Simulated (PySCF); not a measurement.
# Beryllium: a sound run and one with changed settings

Sound run: Be [He] 2s2, Be⁺ [He] 2s1. Computed with PySCF 2.14 in def2-TZVP (5s3p1d, 19 functions), with the non-relativistic Hamiltonian (point nucleus). In the sound run the correlated levels freeze 1s2. The sound run starts from symmetry-adapted Hartree-Fock orbitals and uses a fine grid where one is needed.

Changed run: initial guess minao, at most 50 SCF cycles.

| species | method | sound run (hartree) | changed run (hartree) | converged |
| --- | --- | --- | --- | --- |
| Be | UHF | -14.57258 | -14.57258 | yes |
| Be | PBE0 | -14.63549 | -14.63549 | yes |
| Be | CCSD(T) | -14.61767 | -14.61767 | yes |
| Be⁺ | MN15 | -14.32974 | -14.32974 | yes |

Here the plain start reaches the same solutions.
